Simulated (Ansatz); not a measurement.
Te3As2 (C2/m, No. 12), treated with HSE06 in Ansatz (PAW).

Run with plane-wave cutoff 500 eV, 6×6×2 k mesh (along the axes of the cell as run), gaussian smearing 0.02 eV, scalar-relativistic PAW data made under PBE.

Cell (relaxed with r²SCAN):

```
CELL_PARAMETERS angstrom
      7.52047    -2.01478     0.01756
      7.52047     2.01478     0.01756
     -0.73933     0.00000    10.16408
ATOMIC_POSITIONS crystal
  Te 0.04062 0.04062 0.28923
  Te 0.95938 0.95938 0.71077
  Te 0.77748 0.77748 0.33188
  Te 0.22252 0.22252 0.66812
  Te 0.36795 0.36795 0.02808
  Te 0.63205 0.63205 0.97192
  As 0.62149 0.62149 0.43334
  As 0.37851 0.37851 0.56666
  As 0.20732 0.20732 0.14074
  As 0.79268 0.79268 0.85926
```

**Question.** Predict the band gap.

**Answer.** 
- band gap: 0.81 eV (on the SCF k mesh)

Measured, for comparison: band gap 0.4 eV (4 K, zero-point motion not removed, scanning tunnelling spectroscopy; as tabulated in Electronic band gap of van der Waals α-As2Te3 crystals, HAL hal-03321708).

Note: the cell comes from a level without a dispersion term, which matters for the spacing of layers, chains or molecules; cell and atoms aren't relaxed at this level (largest force component 0.19 eV/Å, pressure -0.9 GPa).

Spin–orbit coupling is not included; with these elements it can move the gap by several tenths of an eV or more.

The result took very roughly 30 core-minutes.

Ansatz is a program for electronic structure.
